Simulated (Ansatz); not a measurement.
MnH12O6 (charge +2), sextet: CASSCF and its corrections

Program: Ansatz, Gaussian basis, development build. Basis cc-pwCVTZ-DK on Mn, cc-pVTZ-DK on O, cc-pVDZ-DK on H, scalar X2C without spin–orbit coupling, 11 orbitals frozen in the corrections, fitted integrals. State-specific CASSCF; RHF is the lowest restricted (open-shell) Hartree–Fock solution met. No symmetry is imposed, so a solution can break that of the shape. No proof that the lowest CASSCF solution was found.

Geometry:

```tsv
atom	x (Å)	y (Å)	z (Å)
Mn	0.0000	0.0000	0.0000
O	2.1900	0.0000	0.0000
O	-2.1900	0.0000	0.0000
O	0.0000	2.1900	0.0000
O	0.0000	-2.1900	0.0000
O	0.0000	0.0000	2.1900
O	0.0000	0.0000	-2.1900
H	2.7665	0.0000	0.7863
H	2.7665	0.0000	-0.7863
H	-2.7665	0.0000	0.7863
H	-2.7665	0.0000	-0.7863
H	0.7863	2.7665	0.0000
H	-0.7863	2.7665	0.0000
H	0.7863	-2.7665	0.0000
H	-0.7863	-2.7665	0.0000
H	0.0000	0.7863	2.7665
H	0.0000	-0.7863	2.7665
H	0.0000	0.7863	-2.7665
H	0.0000	-0.7863	-2.7665
```

Question: What do CASSCF and its corrections give against RHF in CAS(9,12), and what are the occupations?

Answer: CASSCF -1.481 eV, SC-NEVPT2 -55.347 eV; occupations 1.98, 1.98, 1.00, 1.00, 1.00, 1.00, 1.00, 0.02, 0.02, 0.00, 0.00, 0.00.

Question: Roughly how much CPU time does a whole run from the default start take (median of such runs, summed over threads; nearly all runs on one pinned thread of a shared server, mostly Xeon at 2.3 to 2.6 GHz, by a development driver)?

Answer: CAS(9,12): about 14 min. Other jobs ran beside these, and the count of passes differs.
